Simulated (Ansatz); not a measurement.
Worked example: correlation energy of Cl–GeH2–Cl, singlet

Geometry: displaced at random from a stationary point.

```xyz
5

Ge    0.0624   -0.5940   -0.0032
Cl   -0.1024    0.6672   -1.7268
Cl   -0.0258    0.6348    1.7353
H     1.3520   -1.4858    0.0184
H    -1.3405   -1.5050   -0.0845
```

Basis cc-pVDZ; Ansatz 0.2.0. Only valence electrons are correlated (noble-gas cores and the filled d shells of p-block atoms frozen), which leaves 20 electrons in 49 orbitals. R marks a restricted (for open shells ROHF) determinant. No spin–orbit coupling is included, and no scalar relativity.

Full CI isn't at hand for all of this; RCCSDT(Q) serves as the reference, and is uncertain by about the last step of the cluster series.

Runs differ by some tens of microhartree through their thresholds, so steps under 0.03 kcal/mol mean nothing.

```
    level  total energy (hartree)
      RHF            -2995.581596
     RMP2            -2995.943978
    RCCSD            -2995.982763
 RCCSD(T)            -2995.991379
   RCCSDT            -2995.992229
RCCSDT(Q)            -2995.993033
```

**Question.** What is the correlation energy at RCCSDT(Q), and what share of it do RMP2 and RCCSD recover?

**Answer.** E(corr) = -2995.993033 − (-2995.581596) = -0.411437 hartree = -11.196 eV. RMP2: -0.362382 / -0.411437 = 88.08 %. RCCSD: -0.401167 / -0.411437 = 97.50 %.

**Question.** By how many kcal/mol does RCCSD(T) miss RCCSDT(Q) (1 hartree = 627.509 kcal/mol), and which steps make up the rest?

**Answer.** -2995.991379 − (-2995.993033) = 0.001654 hartree = 1.04 kcal/mol. Steps: RCCSDT − RCCSD(T) = -0.53, RCCSDT(Q) − RCCSDT = -0.50 kcal/mol. Differences between like states or geometries often cancel part of this.
